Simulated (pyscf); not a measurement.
Structures and frequencies: ωB97X-D3(BJ)/def2-SVP in PySCF. Correlated levels are frozen-core, on RHF or UHF. ΔMP2 is the change of the MP2 total energy from the triple- to the quadruple-zeta basis.

Q: Estimate the classical barrier height and the reaction energy of H₃Si–NH–SiH₂–Cl → HN=SiH–Cl + SiH₄ at CCSD(T)/def2-TZVPP + ΔMP2(QZVPP). The step runs on the singlet surface, breaks N–Si, H–Si and forms H–Si; take the reactant's lowest minimum found as zero.

A: ΔE‡ = 3.04 eV, ΔE = +2.83 eV. Zero-point energy shifts the barrier by -0.07 eV. It is an elimination, with an imaginary mode of 300i cm⁻¹. On the product side the descent ends in a complex, 0.19 eV under the separated species and 0.18 eV under the saddle at ωB97X-D3(BJ)/def2-TZVP. HN=SiH–Cl lies 1.14 eV over its isomer H₂N–Si:–Cl [singlet] (electronic energy, ωB97M-D3(BJ)/def2-TZVP). This is the saddle that the search found; another between the same sides may lie lower. The CCSD(T) − MP2 part came from Ansatz, without density fitting, on the same reference.
